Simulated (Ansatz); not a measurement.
Two isomers of C3H6N2: A = `C#CNCN`, B = `NC1=NCC1`.

Isolated molecules relaxed with PBE0-D4/def2-TZVP in Ansatz; ΔE leaves out vibrations. CBS: MP2 limit from def2 TZ/QZ plus the TZ coupled-cluster correction, frozen cores. Functionals use def2-TZVPP. B3LYP here is the variant with VWN-RPA as its local correlation; programs differ in this. Each species was taken in one conformer, which may not be the lowest.

A:

```xyz
11

C     0.0549    0.5219    2.6769
C     0.1005    0.5919    1.4761
N     0.1954    0.6176    0.1404
C    -0.2425   -0.5780   -0.6011
N     0.2034   -0.6128   -1.9560
H     0.0246    0.4735    3.7380
H    -0.1153    1.4850   -0.2767
H     0.1610   -1.4322   -0.0544
H    -1.3350   -0.6667   -0.5919
H    -0.2518    0.0820   -2.5320
H     1.2047   -0.4822   -2.0194
```

B:

```xyz
11

N     0.766   -0.924    1.495
C     0.166   -0.128    0.573
N    -0.420    1.006    0.744
C    -0.637    1.113   -0.720
C     0.063   -0.254   -0.913
H     0.564   -0.712    2.460
H     0.866   -1.899    1.277
H    -1.694    1.144   -0.998
H    -0.122    1.965   -1.171
H    -0.562   -1.068   -1.286
H     1.009   -0.241   -1.459
```

(1) Which is lower in electronic energy at CCSD(T)/CBS, and by how much? (Best estimate.)

(2) Give E(B) − E(A) in kJ/mol with PBE0-D4, B3LYP-D4, CCSD(T)/def2-TZVPP, HF/def2-TZVPP, ωB97M-V, PBE-D4, r2SCAN-D4. (Best estimate.)

Largest T1 diagnostic: 0.012.

Results:

(1) The calculation gave: B, by 117.0 kJ/mol.

(2) Ansatz gave: PBE0-D4 -137.2, B3LYP-D4 -112.4, CCSD(T)/def2-TZVPP -120.7, HF/def2-TZVPP -105.2, ωB97M-V -123.8, PBE-D4 -133.0, r2SCAN-D4 -128.9. None reverses the order clearly.

In def2-TZVPP, CCSD(T) changes the Hartree–Fock value by −15.5 kJ/mol (the triples alone add −2.3 kJ/mol) and MP2 by −14.3 kJ/mol. From PBE to PBE0 (25 % exact exchange), in def2-TZVPP and without D4, E(B) − E(A) moves by −4.5 kJ/mol.
